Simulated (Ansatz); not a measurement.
How far each method lies from full CI for HAlSi, triplet

Geometry: a point of a stretch scan, not a stationary point.

```xyz
3

Si    0.0000    0.0000    5.8410
Al    0.0000    0.0000   -2.1210
H     0.0000    0.0000   -3.7199
```

Basis 6-31G; Ansatz 0.2.0. Only valence electrons are correlated (noble-gas cores frozen), which leaves 8 electrons in 18 orbitals. Prefix R: restricted or restricted open-shell reference; prefix U: unrestricted. Active spaces: valence = (8e, 9o) chosen from the atoms' valence shells; pair = (4e, 4o) about the gap.

Full CI is exact within this basis and frozen core; it isn't the basis-set limit. The frozen core follows each run's orbitals, which can shift R against U totals by a few meV.

* UHF ⟨S²⟩: 2.042
* T1 diagnostic (RCCSD): 0.0109
* largest doubles amplitude (RCCSD): 0.111
* T1 diagnostic (UCCSD): 0.0109

Problem. From what is known of these methods and the diagnostics, rank them by the size of their error in total energy against full CI in 6-31G, smallest first (an estimate: the text doesn't fix the numbers).
A. CASSCF (pair space)
B. UMP2
C. CASSCF (valence space)
D. NEVPT2 (valence space)
E. UCCSDTQ

Solution. E (0.0 kJ/mol), D (20.3 kJ/mol), C (50.4 kJ/mol), B (68.7 kJ/mol), A (144.7 kJ/mol).

All errors are against full CI in 6-31G. Below it: UCCSDTQ. Within each family the higher level lies nearer, as is usual though not guaranteed.

The full-CI state has the irrep A2 of C2v, in the program's axes (one component, if the state is degenerate).

Natural occupations of full CI about the gap: 1.970 1.951 1.895 0.997 0.997 0.046 0.046 0.037 0.030 0.008; effectively unpaired electrons, Σ n²(2−n)², 2.08.
